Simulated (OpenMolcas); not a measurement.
# How methods differ on CH4OSi (SMILES CO[SiH])

CH4OSi has 7 atoms, charge 0, and is taken as a singlet. As SMILES, `CO[SiH]`. The shape is that of a PBE0-D4/def2-TZVP optimisation. This is one conformer, not always the lowest.

```xyz
7

C    -0.5124    0.4855   -0.3385
O    -0.4432   -0.4465    0.7176
Si    0.7969   -1.3873    1.2299
H    -1.2964    0.1808   -1.0355
H     0.4438    0.5475   -0.8687
H    -0.7693    1.4675    0.0654
H     1.8417   -0.9156    0.1841
```

Quantity: the HOMO–LUMO gap, in eV. The values are calculated.

```tsv
level	kind	program	value (eV)
HF/aug-cc-pVDZ	Hartree–Fock	OpenMolcas	9.66
SVWN5/aug-cc-pVDZ	LDA	OpenMolcas	2.50
PBE/aug-cc-pVDZ	GGA	OpenMolcas	2.61
revPBE/aug-cc-pVDZ	GGA	OpenMolcas	2.64
TPSS/aug-cc-pVDZ	meta-GGA	OpenMolcas	2.85
BHLYP/aug-cc-pVDZ	global hybrid	OpenMolcas	6.37
PBE0/aug-cc-pVDZ	global hybrid	OpenMolcas	4.51
B2PLYP/aug-cc-pVDZ	double hybrid	OpenMolcas	6.56
```

The values span 2.50 to 9.66 eV. Orbital gaps aren't excitation energies, and those of double hybrids come from the SCF part alone; they tend to grow with the share of exact exchange.
